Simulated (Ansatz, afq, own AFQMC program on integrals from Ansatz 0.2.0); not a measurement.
BH2⁺, singlet in cc-pVDZ along one coordinate

```yaml
atoms:
  - { symbol: B, position_ang: [0.0000, 0.0000, 0.0000] }
  - { symbol: H, position_ang: [0.0000, 0.0000, -1.1792] }
  - { symbol: H, position_ang: [0.0000, 0.0000, 1.1792] }
```

The angle H2–B1–H3 is changed with bond lengths fixed. Energies in kcal/mol count from this geometry (180.000 °) at the same level; the start stands on RHF, each point on the determinant named.

Basis cc-pVDZ. Noble-gas cores (and the filled d shells of Ga–Kr and In–Xe) are frozen. Integrals, coupled cluster, full CI and functionals: Ansatz 0.2.0; the random walks run on the same integrals in our own AFQMC program. ph-AFQMC/CISD is guided by a CISD state made of CCSD amplitudes; releasing the constraint for a short imaginary time cuts its bias at the price of noise, slowly where states lie close. ± is one standard error of the sampling.

Cautions, each for one point or more: another spin lies lower; restricted determinant unstable towards unrestricted; the ph-AFQMC/CISD walk drifts between its halves.

```json
{"angle H2–B1–H3 / °": "70.700", "det.": "RHF", "T1": "0.014", "weight": "0.93", "PBE": "93.2§", "wB97M-V": "102.6§", "CCSD(T)": "108.2"}
{"angle H2–B1–H3 / °": "89.400", "det.": "RHF", "T1": "0.014", "weight": "0.95", "PBE": "67.7", "wB97M-V": "68.7", "CCSD(T)": "70.8"}
{"angle H2–B1–H3 / °": "107.300", "det.": "RHF", "T1": "0.012", "weight": "0.95", "PBE": "42.0", "wB97M-V": "42.6", "CCSD(T)": "43.7"}
{"angle H2–B1–H3 / °": "120.700", "det.": "RHF", "T1": "0.010", "weight": "0.96", "PBE": "27.4", "wB97M-V": "27.7", "CCSD(T)": "28.3"}
{"angle H2–B1–H3 / °": "137.500", "det.": "RHF", "T1": "0.008", "weight": "0.96", "PBE": "13.8", "wB97M-V": "14.0", "CCSD(T)": "14.2"}
{"angle H2–B1–H3 / °": "159.700", "det.": "RHF", "T1": "0.006", "weight": "0.96", "PBE": "3.1", "wB97M-V": "3.2", "CCSD(T)": "3.2"}
```

Problem. Estimate the curve of full CI, counted from the same start.

Solution. 
| angle H2–B1–H3 / ° | det. | T1 | weight | FCI | ph-AFQMC/CISD | released AFQMC | CCSDT(Q) |
| --- | --- | --- | --- | --- | --- | --- | --- |
| 70.700 | RHF | 0.014 | 0.93 | 108.2 | 108.2 ± 0.04 | 108.1 ± 0.05 | 108.2 |
| 89.400 | RHF | 0.014 | 0.95 | 70.8 | 70.9 ± 0.02 | 70.8 ± 0.03 | 70.8 |
| 107.300 | RHF | 0.012 | 0.95 | 43.7 | 43.7 ± 0.02 | 43.7 ± 0.02 | 43.7 |
| 120.700 | RHF | 0.010 | 0.96 | 28.3 | 28.3 ± 0.02 | 28.3 ± 0.02 | 28.3 |
| 137.500 | RHF | 0.008 | 0.96 | 14.2 | 14.2 ± 0.02 | 14.2 ± 0.01 | 14.2 |
| 159.700 | RHF | 0.006 | 0.96 | 3.2 | 3.2 ± 0.02 | 3.2 ± 0.01 | 3.2 |

Weight is that of the determinant in the CISD state; at the start T1 is 0.006 and the weight 0.96. Symmetry can't show for every point that it stays on the start's state. § marks a functional whose ⟨S²⟩ is too high by over 0.1. Largest departures from full CI: CCSD(T) 0.0 kcal/mol at 70.700 (on RHF), ph-AFQMC/CISD 0.1 kcal/mol at 89.400 (on RHF), released AFQMC -0.1 kcal/mol at 70.700 (on RHF) (within the noise), CCSDT(Q) 0.0 kcal/mol at 70.700 (on RHF). The functionals aren't scored here. In this small basis the wave-function levels are far from their limit, so their gap to the functionals isn't the functionals' error.

CCSDT and higher add their correlation energy to the determinant of the CCSD(T) run, since their own runs factorise the integrals more tightly (a shift of under 2 meV). A walk keeps the symmetry of its determinant, which the program's search chose and which needn't be the lowest solution, so a lower state of the same spin and another symmetry isn't excluded. Released energies are given only where the last usable release times agree within the noise; a slower fall can still hide under it.
